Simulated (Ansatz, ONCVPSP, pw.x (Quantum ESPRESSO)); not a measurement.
Equation-of-state test of one ONCV potential (ruthenium (Ru))

| Item | Value |
| --- | --- |
| Element | Ru (Z = 44) |
| Generator | ONCVPSP 4.0.1.1 (patched build) |
| Type | optimised norm-conserving Vanderbilt (ONCV) |
| Functional | PBEsol |
| Relativity | scalar-relativistic |
| Frozen core | [Ar] 3d10 |
| Valence charge | 16 |
| Reference configuration | 4s2 4p6 4d7 5s1 |
| Partial waves | 4s+5s: rc 1.80 bohr, ncon 4, nbas 8, qcut 7.1 1/bohr, 2 projectors; 4p: rc 1.75 bohr, ncon 3, nbas 8, qcut 7.9 1/bohr, 3 projectors, debl 3.1 Ha; 4d: rc 1.35 bohr, ncon 3, nbas 7, qcut 8.3 1/bohr, 2 projectors, debl 0.7 Ha |
| Local potential | polynomial inside 1.35 bohr (lpopt 5, dvloc0 0 Ha) |
| Core correction | none |

Atomic tests: cutoffs needed: 25 Ha and 30 Ha (the cutoffs (Ha) at which the residual kinetic energy of the hardest occupied pseudo-wave falls to 1 and 0.1 mHa per electron); ghost test: no bound ghost flagged; no localised positive-energy state flagged; largest excitation error: -241 meV (all-electron minus pseudo) for 4s1 4p6 4d7 5s1, out of 4 test configurations.

Crystal test: bcc Ru in pw.x 7.5, no spin, 15³ k-points, Fermi–Dirac smearing 0.01 Ry, cutoffs 70/280 Ry. The reference is all-electron LAPW (Ansatz 0.2.0) with the same functional, mesh and smearing; V0 and B0 come from Birch–Murnaghan fits to the pressures at five volumes. Errors are pseudo minus all-electron; Δ is the rms difference of the E(V) curves that follow from these fits, minima aligned, over ±6 % about the mean V0. Mesh and smearing are coarse, so the numbers serve the comparison and aren't converged zero-temperature values; the lattice is a test structure that the element need not adopt.

| V (Å³/atom) | P all-electron (GPa) | P pseudo (GPa) |
| --- | --- | --- |
| 13.080 | 18.34 | 18.95 |
| 13.424 | 8.71 | 9.23 |
| 13.768 | 0.38 | 0.82 |
| 14.112 | -6.82 | -6.45 |
| 14.456 | -13.03 | -12.73 |

All-electron: a0 = 3.021 Å (V0 = 13.79 Å³/atom), B0 = 307.4 GPa.

Pseudopotential: mean pressure error (GPa): +0.45; a0 (Å): 3.022; a0 error (%): +0.05; B0 error (%): +0.3; Δ (meV/atom): 1.3.

Q: At the middle volume, how do free energy and pressure move when the wave cutoff is lowered (ecutrho kept at four times it)?

A:

```tsv
cutoff (Ry)	shift of F (meV/atom)	shift of P (GPa)
32	+3779.3	-152.03
42	+756.8	-43.22
56	+46.0	-4.65
```

The run at the middle volume (120 k-points, 8 iterations) took about 42 s on one core of a shared host (Neoverse-N1, 64 threads, 124 GiB, load 53).
